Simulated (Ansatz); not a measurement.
# Dissociation curves of NH3S (Thiohydroxylamine)

NH3S: 5 atoms, total charge 0, spin state singlet. As SMILES, `NS`. The shape is that of a GFN2-xTB optimisation. This is one conformer, not always the lowest.

```xyz
5

N    -0.1628   -0.5074   -0.2317
S     0.1683    0.9544    0.6103
H     0.0150   -1.3007    0.3754
H    -1.1360   -0.5247   -0.5192
H     1.1154    1.3784   -0.2349
```

The N1–H3 distance is scanned; the parts on either side stay rigid. Basis STO-3G, 6 core orbitals frozen in the correlated methods; program Ansatz 0.2.0. FCI is exact within this basis and core. Energies in eV from each method's value at 1.015 Å; methods without a U are spin-restricted. The shape above is that at 1.015 Å.

```
distance (Å)  SVWN5  r2SCAN  HSE06  CCSDT  CCSDT(Q)   FCI
       1.015   0.00    0.00   0.00   0.00      0.00  0.00
       1.268   0.67    0.71   0.76   0.63      0.63  0.63
       1.522   2.16    2.23   2.40   2.06      2.05  2.05
       2.029   4.70    4.78   5.23   3.88      3.86  3.86
       2.537   6.15    6.20   6.86   4.29      4.27  4.28
```

Departure from the FCI curve at its largest: SVWN5 +1.87 eV at 2.54 Å; r2SCAN +1.92 eV at 2.54 Å; HSE06 +2.58 eV at 2.54 Å; CCSDT +0.02 eV at 2.03 Å; CCSDT(Q) -0.01 eV at 2.54 Å. Restricted functionals keep the electrons paired too, and rise too high.
